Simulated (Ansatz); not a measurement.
**Cubic perovskite SrTiO3 (cubic form, which distorts at low temperature)**

Method: PBEsol in Ansatz (plane waves, PAW).

Settings: plane-wave cutoff 560 eV, 6×6×6 k mesh, perturbation theory, no spin polarisation, scalar-relativistic PAW data made under PBE.

Cell: measured lattice: a = b = c = 3.905 Å, α = β = γ = 90.00°.

| Item | Value |
|---|---|
| high-frequency dielectric constant | 6.33 |

Measured, for comparison: high-frequency dielectric constant 5.2 (temperature not stated, not corrected to a static lattice; as tabulated in Pishtshev (2010), arXiv:1006.0353). Computed (rounded) less measured: high-frequency dielectric constant +22 %.

Note: the run finds an imaginary mode (112i cm⁻¹), so the cell is a saddle point at this level; the cell isn't this level's own, so it is under some stress, which shifts stiffness and frequencies.

Ansatz is a quantum-chemistry and plane-wave program.
